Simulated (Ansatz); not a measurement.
# How far each method lies from RCCSDT(Q) for H₂As–AsH⁺, singlet

Geometry: that of the H2As–AsH, doublet, kept fixed.

```xyz
5

As    0.0449    0.0284    1.2002
As   -0.0206   -0.0401   -1.2193
H    -1.2955    0.7361    1.3538
H    -0.5789   -1.3514    1.3532
H     0.0639    1.4846   -1.2822
```

Basis cc-pVDZ; Ansatz 0.2.0. Correlated methods freeze the noble-gas cores and the filled d shells of p-block atoms, which leaves 12 electrons in 41 orbitals. Prefix R: restricted or restricted open-shell reference. No spin–orbit coupling is included, and no scalar relativity.

Full CI isn't at hand for all of this; RCCSDT(Q) serves as the reference, and is uncertain by about the last step of the cluster series.

The UHF ⟨S²⟩ is 0.634. The T1 diagnostic (RCCSD) is 0.0409 and the largest doubles amplitude (RCCSD) is 0.105.

Question: From what is known of these methods and the diagnostics, rank them by the size of their error in total energy against RCCSDT(Q) in cc-pVDZ, smallest first (an estimate: the text doesn't fix the numbers).
A. CISD
B. RMP2
C. RCCSD
D. RCCSD(T)
E. RHF

Answer: D (6.7 kJ/mol), C (31.2 kJ/mol), A (96.4 kJ/mol), B (145.7 kJ/mol), E (671.8 kJ/mol).

All errors are against RCCSDT(Q) in cc-pVDZ. Within each family the higher level lies nearer, as is usual though not guaranteed.
